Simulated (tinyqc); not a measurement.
Geometry optimisation on the UHF/sto-3g surface (energies and gradients from PySCF), for CH, spin multiplicity 4, step by step. Computed by tinyqc, a small Python program that keeps every step (integrals from PySCF). Settings: charge = 0, multiplicity = 4, basis = sto-3g, optimiser = bfgs, first Hessian = 0.15, largest step = 0.3, iteration cap = 30. Command: `OMP_NUM_THREADS=1 python tinyqc.py 24960 24961 out.jsonl` (the two numbers bound the seeds that draw the settings). One thread of a shared host (Intel(R) Xeon(R) Processor @ 2.60GHz), about 0.5 s of CPU time with the checks.

## Step 1: energy and gradient

positions at the start (bohr), order 1C, 2H:
$$\begin{pmatrix}
0.000000 & 0.000000 & 0.000000 \\
0.000000 & 0.000000 & 1.812247
\end{pmatrix}$$

Self-consistent energy and analytic gradient at these positions.

energy = -37.77710413 hartree

gradient (hartree/bohr), order 1C, 2H:
$$\begin{pmatrix}
0.00000000 & 0.00000000 & 0.14827386 \\
0.00000000 & 0.00000000 & -0.14827386
\end{pmatrix}$$

## Step 1: move

Quasi-Newton step p = -H^(-1) g (first H = 0.15 times the unit matrix); steps longer than 0.3 bohr are cut back (factor 0.215 here).

positions after step 1 (bohr), order 1C, 2H:
$$\begin{pmatrix}
0.000000 & 0.000000 & -0.212132 \\
0.000000 & 0.000000 & 2.024379
\end{pmatrix}$$

## Step 2: energy and gradient

As before.

energy = -37.78371494 hartree

gradient (hartree/bohr), order 1C, 2H:
$$\begin{pmatrix}
0.00000000 & 0.00000000 & -0.07548089 \\
0.00000000 & 0.00000000 & 0.07548089
\end{pmatrix}$$

## Step 2: move

inverse Hessian in use (bohr^2/hartree):
$$\begin{pmatrix}
6.666667 & 0.000000 & 0.000000 & 0.000000 & 0.000000 & 0.000000 \\
0.000000 & 6.666667 & 0.000000 & 0.000000 & 0.000000 & 0.000000 \\
0.000000 & 0.000000 & 3.807361 & 0.000000 & 0.000000 & 2.859305 \\
0.000000 & 0.000000 & 0.000000 & 6.666667 & 0.000000 & 0.000000 \\
0.000000 & 0.000000 & 0.000000 & 0.000000 & 6.666667 & 0.000000 \\
0.000000 & 0.000000 & 2.859305 & 0.000000 & 0.000000 & 3.807361
\end{pmatrix}$$

Quasi-Newton step p = -H^(-1) g (the inverse Hessian comes from BFGS updates; coordinates in the order x, y, z of each atom); steps longer than 0.3 bohr are cut back.

positions after step 2 (bohr), order 1C, 2H:
$$\begin{pmatrix}
0.000000 & 0.000000 & -0.140572 \\
0.000000 & 0.000000 & 1.952819
\end{pmatrix}$$

## Convergence

Stop when the largest gradient component is below 3e-5 hartree/bohr. The inverse Hessian follows the BFGS update with s = step, y = change of gradient.

Course of the optimisation:
```
step   E (hartree)  largest gradient (hartree/bohr)
1     -37.77710413                         1.48e-01
2     -37.78371494                         7.55e-02
3     -37.79122298                         2.62e-02
4     -37.79192504                         8.94e-03
5     -37.79200402                         6.90e-04
6     -37.79200451                         1.64e-05
```

Final distances (angstrom):
```
pair   distance
2H-1C  1.077021
```

Converged in 6 steps.
